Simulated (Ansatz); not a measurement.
CH4ClSi (`[CH2][SiH2]Cl`) radical, relaxed with UKS PBE0-D4/def2-TZVP in Ansatz from a PBE-D4/def2-SVP geometry. The force threshold is 0.005 eV/Å; the program also tests the step.

The species carries charge 0 and has multiplicity 2.

Start:

```xyz
7

C     0.628    0.165    0.944
Si   -0.518   -0.147   -0.472
Cl    0.480    0.238   -2.275
H     1.289   -0.619    1.351
H     0.786    1.175    1.360
H    -1.706    0.768   -0.415
H    -0.958   -1.580   -0.495
```

| step | energy (eV) | largest force (eV/Å) | largest move (Å) |
| --- | --- | --- | --- |
| 1 | -21494.5580 | 0.472 | 0.000 |
| 2 | -21494.5839 | 0.178 | 0.035 |
| 3 | -21494.5870 | 0.056 | 0.029 |
| 4 | -21494.5878 | 0.029 | 0.011 |
| 5 | -21494.5879 | 0.002 | 0.006 |

End:

```xyz
7

C     0.633    0.167    0.931
Si   -0.507   -0.144   -0.469
Cl    0.453    0.225   -2.261
H     1.271   -0.607    1.345
H     0.767    1.154    1.363
H    -1.676    0.764   -0.414
H    -0.941   -1.560   -0.494
```

Run time 12 s (2 threads of a server CPU on a shared host); peak host memory 0.32 GiB.
